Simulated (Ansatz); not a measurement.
This geometry of AlBH$_{5}$Si (8 atoms, charge -1, multiplicity 1) is a first-order saddle point.

The calculation used Ansatz, RKS PBE0/def2-mTZVP.

```xyz
8
Properties=species:S:1:pos:R:3
B -0.259 1.146 -1.525
Si -0.039 0.755 0.303
Al 0.298 -1.461 1.146
H -0.105 0.277 -2.351
H -0.507 2.259 -1.923
H -0.275 1.765 1.399
H -0.839 -2.581 1.465
H 1.726 -2.160 1.487
```

Question: Which two structures does it join? (They come from a converged band through this point; their orientation in space is the band's.)

Answer: No bond is made or broken. The dihedral H6–Si2–Al3–H8 goes from 0 to 180°. The two ends are copies of one structure, up to a mirror image or an exchange of like atoms.

Initial state:

```xyz
8
Properties=species:S:1:pos:R:3
B -1.029 1.157 -1.104
Si 0.240 0.692 0.242
Al 0.777 -1.503 0.847
H -1.612 0.289 -1.704
H -1.290 2.298 -1.404
H 0.963 1.789 0.982
H 0.094 -2.799 0.161
H 1.857 -1.924 1.982
```

Final state:

```xyz
8
Properties=species:S:1:pos:R:3
B -1.015 1.154 -1.127
Si 0.237 0.688 0.235
Al 0.769 -1.503 0.864
H -1.589 0.288 -1.740
H -1.274 2.296 -1.424
H 0.939 1.790 0.989
H 1.823 -1.906 2.031
H 0.110 -2.808 0.172
```

Question: How far does it lie above each of them?

Answer: 0.50 eV above the first and 0.50 eV above the second. This is the barrier of this one path; another mechanism may lie lower. Limits of this set-up: an anion without diffuse functions.

The run took 4.1 min on 1 thread of Intel(R) Xeon(R) Processor @ 2.50GHz (Skylake/Cascade Lake), with other jobs on the host, peak memory 0.16 GiB.
